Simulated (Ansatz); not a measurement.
CdSb2Se3Br2 (C2/m, No. 12) was calculated with PBEsol (Ansatz, a quantum-chemistry and plane-wave program, PAW).

Numerical settings: plane-wave cutoff 520 eV, 8×8×4 k mesh (along the axes of the cell as run), Fermi–Dirac smearing 0.01 eV, scalar-relativistic PAW data made under PBE.

Cell (measured lattice):

```yaml
crystal:
  lattice:
    - [10.49900, -2.01300, 0.00000]
    - [10.49900, 2.01300, 0.00000]
    - [-5.88995, 0.00000, 10.62575]
  atoms:
    - { symbol: Cd, position: [0.34940, 0.34940, 0.54680] }
    - { symbol: Cd, position: [0.65060, 0.65060, 0.45320] }
    - { symbol: Sb, position: [0.04510, 0.04510, 0.78270] }
    - { symbol: Sb, position: [0.95490, 0.95490, 0.21730] }
    - { symbol: Sb, position: [0.70360, 0.70360, 0.09020] }
    - { symbol: Sb, position: [0.29640, 0.29640, 0.90980] }
    - { symbol: Se, position: [0.32100, 0.32100, 0.13840] }
    - { symbol: Se, position: [0.67900, 0.67900, 0.86160] }
    - { symbol: Se, position: [0.09880, 0.09880, 0.02540] }
    - { symbol: Se, position: [0.90120, 0.90120, 0.97460] }
    - { symbol: Se, position: [0.45990, 0.45990, 0.78440] }
    - { symbol: Se, position: [0.54010, 0.54010, 0.21560] }
    - { symbol: Br, position: [0.21240, 0.21240, 0.35080] }
    - { symbol: Br, position: [0.78760, 0.78760, 0.64920] }
    - { symbol: Br, position: [0.89600, 0.89600, 0.45360] }
    - { symbol: Br, position: [0.10400, 0.10400, 0.54640] }
```

Question: Give the computed band gap, smallest direct gap on the k points sampled and direct gap at Γ.

Answer: 
* **band gap**: 0.99 eV
* **smallest direct gap on the k points sampled**: 1.02 eV
* **direct gap at Γ**: 1.39 eV

Note: cell and atoms aren't relaxed at this level.

Spin–orbit coupling is not included; with these elements it can move the gap by several tenths of an eV or more.

Computed values are for the static lattice.
